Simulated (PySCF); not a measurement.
# Computed spin Hamiltonian

C5H11O (doublet state).
SMILES with atom numbers: `[CH3:1][CH2:2][O:3][C:4]([CH3:5])[CH3:6]` (hydrogens: H7, H8, H9 on C1; H10, H11 on C2; H12, H13, H14 on C5; H15, H16, H17 on C6)

Cartesian coordinates in Å at the GFN2-xTB level; atoms count from 1:
```xyz
17
C5H11O angstrom
C      2.2113   -0.3528   -0.1646
C      1.2076   -0.4535    0.9833
O      0.2007    0.5257    0.9027
C     -0.7558    0.4034   -0.0887
C     -1.2758   -0.9332   -0.5035
C     -1.6267    1.6059   -0.2051
H      1.7115   -0.5102   -1.1173
H      2.9904   -1.1003   -0.0419
H      2.6640    0.6354   -0.1744
H      1.7107   -0.2597    1.9352
H      0.7730   -1.4605    1.0182
H     -2.1004   -0.7871   -1.1956
H     -0.5174   -1.5402   -1.0023
H     -1.6475   -1.5138    0.3510
H     -1.0959    2.4745    0.1748
H     -1.8989    1.7801   -1.2467
H     -2.5577    1.4984    0.3650
```

The hyperfine couplings belong to this conformer and change with its torsions.

Level of theory: PySCF, UKS B3LYP, pcH-1 on C H O, non-relativistic, mean-field spin-orbit, GIAO. Geometry: GFN2-xTB, one conformer, isolated molecule. A GFN2-xTB geometry isn't a minimum of the functional, and hyperfine couplings can be far from their values at a DFT geometry. The SCF solution wasn't tested for stability.

| Property | Result |
| --- | --- |
| g1, g2, g3 | 2.00209, 2.00340, 2.00405 |
| g_iso | 2.00318 |
| Form of g | rhombic: the two nearest values differ by 33 % of g3 − g1 |
| ⟨S²⟩ | 0.7536 (exact 0.7500) |
| Basis functions | 260 |

Isotropic coupling and dipolar principal values T1 to T3, in MHz:

```csv
atom,isotope,a_iso,T1,T2,T3,Mulliken spin population
C1,13C,3.0,-2.0,-0.3,2.3,0.02
C2,13C,2.9,-1.8,-1.0,2.8,0.00
O3,17O,-16.7,-54.7,25.9,28.7,0.09
C4,13C,150.0,-78.2,-76.7,155.0,0.86
C5,13C,-13.5,-2.6,-1.6,4.2,-0.07
C6,13C,-22.6,-1.9,-0.9,2.8,-0.07
H7,1H,-0.2,-4.3,-3.0,7.3,0.00
H8,1H,-2.2,-1.7,-1.2,3.0,0.00
H9,1H,-0.8,-2.0,-1.8,3.8,0.00
H10,1H,-0.5,-3.1,-2.5,5.6,0.00
H11,1H,5.5,-3.4,-2.8,6.2,0.00
H12,1H,1.6,-5.6,-4.0,9.6,0.00
H13,1H,65.4,-5.4,-4.4,9.8,0.02
H14,1H,104.5,-4.4,-3.2,7.6,0.06
H15,1H,7.8,-4.9,-4.1,9.1,0.00
H16,1H,55.2,-5.3,-4.6,9.9,0.02
H17,1H,112.8,-4.3,-3.2,7.5,0.06
```

The largest Mulliken spin populations are on C4 (+0.86), O3 (+0.09), C6 (-0.07) and C5 (-0.07). C4 is the only atom above +0.15. The positive populations add up to 1.14 and the negative ones to -0.14, together 2S = 1. The angles at C4 add up to 354.0°, so it is nearly planar.

Axes: g3 points within 10° of the C4–C6 bond.

Under fast tumbling the dipolar parts average out, and these isotropic splittings remain: 6 × 1H (H12 (×6), I = 1/2, 7 lines) with 2.06 mT, 2 × 1H (H10/H11, I = 1/2, 3 lines) with 0.09 mT and 3 × 1H (H7/H8/H9, I = 1/2, 4 lines) with 0.04 mT.

Means are taken over nuclei equivalent by connectivity, which assumes that they swap fast. The six 1H nuclei of mean +57.9 MHz run from 1.6 to 112.8 MHz in the frozen geometry. The 1H value of +2.5 MHz is a mean of couplings from -0.5 to 5.5 MHz in this one geometry, not an average over conformers.

The 17O coupling of O3 (-16.7 MHz) shows only in satellite lines or after enrichment, since that isotope makes up about 0.038 % of natural oxygen.

The 13C coupling of C4 (150.0 MHz) shows only in satellite lines or after enrichment, since that isotope makes up about 1.07 % of natural carbon.

The spin density at the nucleus, in bohr⁻³, is negative for C5/C6 (-0.0160), for instance. A restricted open-shell determinant has no negative spin density anywhere; here it arises because α and β orbitals differ (spin polarisation).

The run took 2.1 min wall (with the writing of density and orbital grids) on Intel Xeon at 2.50 GHz, one thread, no GPU, shared host, and the process peaked at 0.97 GiB of memory.
